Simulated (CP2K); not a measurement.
**singlet [NH2]+ at 4 levels**

Wanted: a comparison of 4 runs (PBE0/TZV2P-MOLOPT-PBE0-GTH, revPBE-D3(BJ)/TZV2P-MOLOPT-PBE-GTH, PM6, GFN1-xTB) of singlet [NH2]+. 

Program for the calculation: CP2K 2026.2.

1 further run of the same task is left out (set aside as unsound or not needed).

**1. The structure to begin with**

[NH2]+ has 3 atoms, charge +1, and is taken as a singlet. SMILES of the parent species: `[NH2]`. Geometry: relaxed at PBE0-D4/def2-TZVP. That shape belongs to the parent species and isn't relaxed for this state.

Bond lengths: N1–H2 1.027 Å, N1–H3 1.027 Å. Angles: H2–N1–H3 103.1°.

**2. The energy at PBE0/TZV2P-MOLOPT-PBE0-GTH (core potential) (run 1)**

mol.inp reads:

```
&GLOBAL
    PROJECT mol
    RUN_TYPE ENERGY
    PRINT_LEVEL MEDIUM
&END GLOBAL

&FORCE_EVAL
    METHOD QS
    &DFT
        BASIS_SET_FILE_NAME BASIS_MOLOPT_UZH
        BASIS_SET_FILE_NAME BASIS_ADMM_UZH
        POTENTIAL_FILE_NAME POTENTIAL_UZH
        CHARGE 1
        &QS
            METHOD GPW
            EPS_DEFAULT 1.0E-10
        &END QS
        &MGRID
            CUTOFF 400
            REL_CUTOFF 50
            NGRIDS 4
        &END MGRID
        &POISSON
            PERIODIC NONE
            POISSON_SOLVER MULTIPOLE
        &END POISSON
        &SCF
            SCF_GUESS ATOMIC
            EPS_SCF 1.0E-06
            MAX_SCF 30
            &OT
                MINIMIZER DIIS
                PRECONDITIONER FULL_SINGLE_INVERSE
            &END OT
            &OUTER_SCF
                EPS_SCF 1.0E-06
                MAX_SCF 8
            &END OUTER_SCF
        &END SCF
        &XC
            &XC_FUNCTIONAL
                &PBE
                    SCALE_X 0.75
                    SCALE_C 1.0
                &END PBE
            &END XC_FUNCTIONAL
            &HF
                FRACTION 0.25
                &SCREENING
                    EPS_SCHWARZ 1.0E-09
                &END SCREENING
                &MEMORY
                    MAX_MEMORY 1050
                &END MEMORY
            &END HF
        &END XC
        &AUXILIARY_DENSITY_MATRIX_METHOD
            ADMM_TYPE ADMMS
            EXCH_CORRECTION_FUNC PBEX
        &END AUXILIARY_DENSITY_MATRIX_METHOD
        &PRINT
            &MOMENTS
                PERIODIC F
                REFERENCE COM
                MAX_MOMENT 1
            &END MOMENTS
            &MO_CUBES
                NLUMO 1
                NHOMO -1
                WRITE_CUBE F
            &END MO_CUBES
            &HIRSHFELD OFF
            &END HIRSHFELD
        &END PRINT
    &END DFT
    &SUBSYS
        &CELL
            ABC 7.8 8.4 7.5
            PERIODIC NONE
        &END CELL
        &COORD
            N      0.337090    -0.200010     0.166180
            H      0.130750     0.805920     0.159430
            H     -0.467840    -0.605900    -0.325600
        &END COORD
        &TOPOLOGY
            &CENTER_COORDINATES
            &END CENTER_COORDINATES
        &END TOPOLOGY
        &KIND N
            BASIS_SET ORB TZV2P-MOLOPT-PBE0-GTH-q5
            BASIS_SET AUX_FIT admm-tzp-q5
            POTENTIAL GTH-PBE0-q5
        &END KIND
        &KIND H
            BASIS_SET ORB TZV2P-MOLOPT-PBE0-GTH-q1
            BASIS_SET AUX_FIT admm-tzp-q1
            POTENTIAL GTH-PBE0-q1
        &END KIND
    &END SUBSYS
&END FORCE_EVAL
```

Run with:

```console
OMP_NUM_THREADS=1 cp2k.psmp mol.inp > mol.out
```

What it wrote:

```text
CP2K| version string:                                       CP2K version 2026.2
[...]
 GLOBAL| Method name                                                        CP2K
[...]
 GLOBAL| Run type                                                         ENERGY
[...]
 DFT| Spin restricted Kohn-Sham (RKS) calculation                            RKS
 DFT| Multiplicity                                                             1
[...]
 DFT| Charge                                                                   1
[...]
 FUNCTIONAL| PBE:
 QS| Method:                                                                 GPW
[...]
 QS| Density cutoff [a.u.]:                                                200.0
[...]
 QS| Relative density cutoff [a.u.]:                                        25.0
[...]
                             - Atoms:                                          3
[...]
                             - Spherical basis functions:                     57
[...]
 Number of electrons:                                                          6
[...]
     1 OT DIIS     0.80E-01    2.2     0.19794399       -10.0096509124 -1.00E+01
[...]
    19 OT DIIS     0.80E-01    1.9     0.00000074       -10.5842803738 -3.14E-11
  *** SCF run converged in    19 steps ***
[...]
  Overlap energy of the core charge distribution:               0.00000012297028
  Self energy of the core charge distribution:                -27.64177388686548
  Core Hamiltonian energy:                                      7.64154238026043
  Hartree energy:                                              12.23841646317175
  Exchange-correlation energy:                                 -2.16261796943876
  Hartree-Fock Exchange energy:                                -0.65984748385095
  Total energy:                                               -10.58428037375274
[...]
                     Mulliken Population Analysis
 #  Atom  Element  Kind  Atomic population                           Net charge
       1     N        1          4.499565                              0.500435
       2     H        2          0.749985                              0.250015
       3     H        2          0.750450                              0.249550
 # Total charge                              6.000000                  1.000000
[...]
  Dipole moment [Debye]
    X= -0.1807420E+01 Y=  0.1071428E+01 Z= -0.8924017E+00  Total=      2.2827850
[...]
 HOMO - LUMO gap [eV] :    4.524564
 ENERGY| Total FORCE_EVAL ( QS ) energy [hartree]            -10.584280373752739
[...]
```

It took 39 s on 1 thread of Intel Xeon Platinum 8259CL at 2.50GHz (Skylake/Cascade Lake), shared host; peak memory 0.6 GiB.

**3. The energy at revPBE-D3(BJ)/TZV2P-MOLOPT-PBE-GTH (core potential) (run 2)**

qs.inp reads:

```
&GLOBAL
  PROJECT qs
  RUN_TYPE ENERGY
  PRINT_LEVEL MEDIUM
&END GLOBAL
&FORCE_EVAL
  METHOD QS
  &DFT
    BASIS_SET_FILE_NAME BASIS_MOLOPT_UZH
    POTENTIAL_FILE_NAME POTENTIAL_UZH
    CHARGE 1
    MULTIPLICITY 1
    &QS
      METHOD GPW
      EPS_DEFAULT 1.0E-10
    &END QS
    &MGRID
      CUTOFF 400
      REL_CUTOFF 50
      NGRIDS 4
    &END MGRID
    &POISSON
      PERIODIC NONE
      POISSON_SOLVER MULTIPOLE
    &END POISSON
    &SCF
      SCF_GUESS ATOMIC
      EPS_SCF 1.0E-06
      MAX_SCF 30
      &OT ON
        MINIMIZER DIIS
        PRECONDITIONER FULL_ALL
      &END OT
      &OUTER_SCF
        EPS_SCF 1.0E-06
        MAX_SCF 10
      &END OUTER_SCF
    &END SCF
    &XC
      &XC_FUNCTIONAL
        &PBE
          PARAMETRIZATION REVPBE
        &END PBE
      &END XC_FUNCTIONAL
      &VDW_POTENTIAL
        POTENTIAL_TYPE PAIR_POTENTIAL
        &PAIR_POTENTIAL
          TYPE DFTD3(BJ)
          PARAMETER_FILE_NAME dftd3.dat
          REFERENCE_FUNCTIONAL revPBE
          R_CUTOFF 15
        &END PAIR_POTENTIAL
      &END VDW_POTENTIAL
    &END XC
    &PRINT
      &MOMENTS
        PERIODIC F
        REFERENCE COM
        MAX_MOMENT 1
      &END MOMENTS
      &MO_CUBES
        NLUMO 3
        NHOMO -1
        WRITE_CUBE F
      &END MO_CUBES
      &HIRSHFELD OFF
      &END HIRSHFELD
    &END PRINT
  &END DFT
  &SUBSYS
    &CELL
      ABC [angstrom] 7.8 8.4 7.5
      PERIODIC NONE
    &END CELL
    &COORD
      UNIT bohr
      N      0.6370078    -0.3779641     0.3140347
      H      0.2470817     1.5229681     0.3012790
      H     -0.8840895    -1.1449851    -0.6152948
    &END COORD
    &TOPOLOGY
      &CENTER_COORDINATES
      &END CENTER_COORDINATES
    &END TOPOLOGY
    &KIND N
      BASIS_SET TZV2P-MOLOPT-PBE-GTH-q5
      POTENTIAL GTH-PBE-q5
    &END KIND
    &KIND H
      BASIS_SET TZV2P-MOLOPT-PBE-GTH-q1
      POTENTIAL GTH-PBE-q1
    &END KIND
  &END SUBSYS
&END FORCE_EVAL
```

Run with:

```console
OMP_NUM_THREADS=1 cp2k.psmp -i qs.inp -o qs.out
```

What it wrote:

```text
CP2K| version string:                                       CP2K version 2026.2
[...]
 GLOBAL| Method name                                                        CP2K
[...]
 GLOBAL| Run type                                                         ENERGY
[...]
 DFT| Spin restricted Kohn-Sham (RKS) calculation                            RKS
 DFT| Multiplicity                                                             1
[...]
 DFT| Charge                                                                   1
[...]
 FUNCTIONAL| PBE:
[...]
 QS| Method:                                                                 GPW
[...]
 QS| Density cutoff [a.u.]:                                                200.0
[...]
 QS| Relative density cutoff [a.u.]:                                        25.0
[...]
                             - Atoms:                                          3
[...]
                             - Spherical basis functions:                     57
[...]
 Number of electrons:                                                          6
[...]
     1 OT DIIS     0.15E+00    1.0     0.20156704       -10.1392756716 -1.01E+01
[...]
    13 OT DIIS     0.15E+00    1.0     0.00000026       -10.6154238045 -2.64E-11
  *** SCF run converged in    13 steps ***
[...]
  Overlap energy of the core charge distribution:               0.00000012152850
  Self energy of the core charge distribution:                -27.66011754397769
  Core Hamiltonian energy:                                      7.70637790937622
  Hartree energy:                                              12.19787489456627
  Exchange-correlation energy:                                 -2.85820241636358
  Dispersion energy:                                           -0.00135676965968
  Total energy:                                               -10.61542380452995
[...]
                     Mulliken Population Analysis
 #  Atom  Element  Kind  Atomic population                           Net charge
       1     N        1          4.379847                              0.620153
       2     H        2          0.809918                              0.190082
       3     H        2          0.810235                              0.189765
 # Total charge                              6.000000                  1.000000
[...]
  Dipole moment [Debye]
    X= -0.1769447E+01 Y=  0.1048896E+01 Z= -0.8736152E+00  Total=      2.2347995
[...]
 HOMO - LUMO gap [eV] :    1.106442
 ENERGY| Total FORCE_EVAL ( QS ) energy [hartree]            -10.615423804529954
[...]
```

Wall time 17 s (1 thread of Intel Xeon Platinum 8259CL at 2.50GHz (Skylake/Cascade Lake), shared host); peak memory 0.54 GiB.

Run 3 isn't shown in full; the table further down has it.

**4. A single-point energy at GFN1-xTB (run 4)**

job.inp reads:

```
&GLOBAL
 PROJECT job
 RUN_TYPE ENERGY
 PRINT_LEVEL MEDIUM
&END GLOBAL
&FORCE_EVAL
 METHOD QUICKSTEP
 &DFT
  CHARGE 1
  ! Quickstep
  &QS
   METHOD XTB
   EPS_DEFAULT 1.0E-10
   &XTB
    GFN_TYPE 1
    CHECK_ATOMIC_CHARGES F
   &END XTB
  &END QS
  &POISSON
   PERIODIC NONE
   POISSON_SOLVER ANALYTIC
  &END POISSON
  ! self-consistent field
  &SCF
   SCF_GUESS ATOMIC
   EPS_SCF 1.0E-07
   MAX_SCF 50
   &OT
    MINIMIZER DIIS
    PRECONDITIONER FULL_ALL
   &END OT
   &OUTER_SCF
    EPS_SCF 1.0E-07
    MAX_SCF 8
   &END OUTER_SCF
  &END SCF
  ! extra output
  &PRINT
   &MOMENTS
    PERIODIC F
    REFERENCE COM
    MAX_MOMENT 1
   &END MOMENTS
   &MO_CUBES
    NLUMO 1
    NHOMO -1
    WRITE_CUBE F
   &END MO_CUBES
   &HIRSHFELD OFF
   &END HIRSHFELD
  &END PRINT
 &END DFT
 &SUBSYS
  &CELL
   ABC 16.8 17.4 16.5
   PERIODIC NONE
  &END CELL
  &COORD
   N      8.802465     8.399980     8.495890
   H      8.596125     9.405910     8.489140
   H      7.997535     7.994090     8.004110
  &END COORD
 &END SUBSYS
&END FORCE_EVAL
```

Run with:

```console
OMP_NUM_THREADS=1 cp2k.psmp -i job.inp > job.out 2>&1
```

What it wrote:

```text
CP2K| version string:                                       CP2K version 2026.2
[...]
 GLOBAL| Method name                                                        CP2K
[...]
 GLOBAL| Run type                                                         ENERGY
[...]
                             - Atoms:                                          3
[...]
                             - Spherical basis functions:                      8
[...]
 Number of electrons:                                                          6
[...]
     1 OT DIIS     0.15E+00    0.0     0.02877854        -3.5442227062 -3.54E+00
[...]
     6 OT DIIS     0.15E+00    0.0     5.9540E-09        -3.5458414507 -1.64E-12
  *** SCF run converged in     6 steps ***
[...]
 TB_DIPOLE| Moment [Debye]         -1.42540577       0.84577101      -0.70268799
 TB_DIPOLE| Derivative [a.u.]       0.00000000       0.00000000       0.00000000
[...]
 ENERGY| Total FORCE_EVAL ( QS ) energy [hartree]             -3.545841450719802
[...]
```

Wall time 1.8 s (1 thread of Intel Xeon Platinum 8259CL at 2.50GHz (Skylake/Cascade Lake), shared host); peak memory 0.2 GiB.

**5. All runs side by side**

| run | level | core potential | ot preconditioner | energy (Eh) | HOMO energy (eV) | LUMO energy (eV) | HOMO–LUMO gap (eV) | wall time |
| --- | --- | --- | --- | --- | --- | --- | --- | --- |
| 1 | PBE0/TZV2P-MOLOPT-PBE0-GTH (core potential) | GTH-PBE0 | FULL_SINGLE_INVERSE | -10.584280 | -20.77 | -16.25 | 4.52 | 39 s |
| 2 | revPBE-D3(BJ)/TZV2P-MOLOPT-PBE-GTH (core potential) | GTH-PBE | FULL_ALL | -10.615424 | -18.99 | -17.89 | 1.11 | 17 s |
| 3 | PM6 | – | – | -7.073187 | -21.13 | -12.35 | 8.78 | 1.5 s |
| 4 | GFN1-xTB | – | FULL_ALL | -3.545841 | -24.60 | – | – | 1.8 s |

**6. What came out**

```
                quantity         value
     run 4: total energy   -3.54584 Eh
      run 4: HOMO energy     -24.60 eV
run 4: dispersion energy  -0.46 kJ/mol
```

What this shows: Over runs 1, 2, 3 the HOMO–LUMO gap runs from 1.11 eV (revPBE-D3(BJ)/TZV2P-MOLOPT-PBE-GTH) to 8.78 eV (PM6). The two ends differ in method and basis and Hamiltonian and core potential. Totals of different functionals can't be ranked against each other. Force-field and semi-empirical energies have zeros of their own, so their totals don't compare. All runs together took 59 s, the longest 39 s.
